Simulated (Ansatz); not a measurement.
The input, for Ansatz 0.2.0:

```yaml
crystal:
  periodic: [false, false, false]
  atoms:
    - {symbol: Al, position_ang: [0.000000, 0.056189, 1.220938]}
    - {symbol: Mg, position_ang: [0.000000, -0.001415, -1.471349]}
    - {symbol: H, position_ang: [0.000000, -0.327222, 2.759073]}
    - {symbol: H, position_ang: [0.000000, -1.142799, 0.037065]}
basis:
  gaussian: {orbitals: 6-31G}
total_charge: 1
magnetization: {spin_polarized: false, initial_magnetization: 2}
correlation: {method: mp2, frozen_orbitals: {Al: 20}}
scf: {lower_state_search: light}
```

```sh
$ ansatz run in.yaml --threads 1 --pin off --events-out ev --progress --plain --max-ram 2393MiB
```

(1) One thing in this input was set wrong on purpose, beside settings that are merely unusual. What is the gravest fault, and what does the program do?

Results:

(1) Wrong frozen-orbital counts. How the run ends: refused.
```
Error: "frozen_orbitals" has no count for Mg
```
